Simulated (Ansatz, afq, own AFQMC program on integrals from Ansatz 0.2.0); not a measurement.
**CH4GeN, doublet in cc-pVDZ, levels against CCSDT(Q)**

```yaml
atoms:
  - { symbol: Ge, position_ang: [-0.9186, 0.0000, 0.0000] }
  - { symbol: H, position_ang: [-1.4301, 1.4466, 0.0000] }
  - { symbol: H, position_ang: [-1.4301, -0.7233, 1.2528] }
  - { symbol: H, position_ang: [-1.4301, -0.7233, -1.2528] }
  - { symbol: H, position_ang: [0.7224, 0.0000, 0.0000] }
  - { symbol: N, position_ang: [3.2385, 0.0000, 0.0000] }
  - { symbol: C, position_ang: [2.0784, 0.0000, 0.0000] }
```

Basis cc-pVDZ. Only valence electrons are correlated. Ansatz 0.2.0 and our own AFQMC program on the same integrals; the CISD trial comes from CCSD amplitudes, and released means the phaseless constraint is let go. Uncertainties: one standard error, sampling alone. No spin–orbit coupling.

Determinant: ROHF, the one that the program's search chose, which needn't be the lowest solution. The geometry is a point of a scan.

No full CI on the walks' own integrals is used here; CCSDT(Q) serves as the reference and is uncertain by about the last step of the cluster series.

Cautions: no relativity below Rb; no spin-orbit coupling; inner d shell frozen; higher spins were not checked; a spin-contaminated unrestricted determinant lies lower (UHF 298 meV lower, ⟨S²⟩ 0.98); the released energies move by 1.5 errors or more from one time to the next, so no released level is given (meV from the phaseless value at times in 1/Eh: -11 ± 7 at 0.24, -29 ± 7 at 0.51, -24 ± 7 at 0.99, -41 ± 10 at 1.50), though the last usable value meets CCSDT(Q) within the noise.

The T1 diagnostic is 0.0217. The weight of the determinant in the CISD state is 0.818. The size of the correlated space is 17 electrons in 59 orbitals.

```tsv
level	correlation energy (eV)
MP2	-10.7957
CCSD	-11.6943
CCSD(T)	-12.1439
```

Question: Estimate where phaseless AFQMC with a CISD trial lies against CCSD(T) on the same integrals.

Answer: 0.90 ± 0.15 kcal/mol below CCSD(T).

Reference: CCSDT(Q), correlation energy -12.213 eV.

```json
{"level": "CCSD(T)", "E − E(reference) (kcal/mol)": "1.59", "share of correlation (%)": "99.44"}
{"level": "CCSDT", "E − E(reference) (kcal/mol)": "1.07", "share of correlation (%)": "99.62"}
{"level": "ph-AFQMC/HF", "E − E(reference) (kcal/mol)": "-0.24 ± 0.74", "share of correlation (%)": "100.08"}
{"level": "ph-AFQMC/CISD", "E − E(reference) (kcal/mol)": "0.68 ± 0.15", "share of correlation (%)": "99.76"}
```

A walk keeps the symmetry of its determinant, which the program's search chose and which needn't be the lowest solution, so a lower state of the same spin and another symmetry isn't excluded.
